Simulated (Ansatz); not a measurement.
A calculation on rock-salt CdO returned lattice constant a 4.671 Å, bulk modulus 163 GPa, cohesive energy 3.20 eV/atom.

For reference: lattice constant a 4.696 Å (measured, temperature not stated, no zero-point or thermal correction; as tabulated in Gopal et al. (2015), doi:10.1103/physrevb.91.245202); bulk modulus 147 GPa (measured, temperature not stated, no zero-point or thermal correction; as tabulated in Gopal et al. (2015), doi:10.1103/physrevb.91.245202); cohesive energy 3.23 ± 0.03 eV/atom (worked out here from tabulated enthalpies at 298 K, copied from a table, unchecked, brought to a static lattice with a Debye model, atoms in their spin–orbit ground levels; inputs from the CRC Handbook).

Problem. Which level of theory produced these numbers?
A. RPBE (Ansatz, a first-principles code)
B. PBE0 (Ansatz)
C. revPBE (Ansatz)
D. LC-ωPBE (Ansatz)

Solution. D, LC-ωPBE (Ansatz)

The others give: PBE0 4.704 Å, 147 GPa, 2.84 eV/atom; revPBE 4.808 Å, 115 GPa, 2.57 eV/atom; RPBE 4.824 Å, 111 GPa, 2.51 eV/atom.

Unless a cell is named, each level is at its own relaxed cell (LC-ωPBE 12.74, PBE0 13.01, revPBE 13.89, RPBE 14.03 Å³/atom).

Ansatz's density-functional and Hartree–Fock values are scalar-relativistic unless marked +SOC, with PAW data made under PBE.
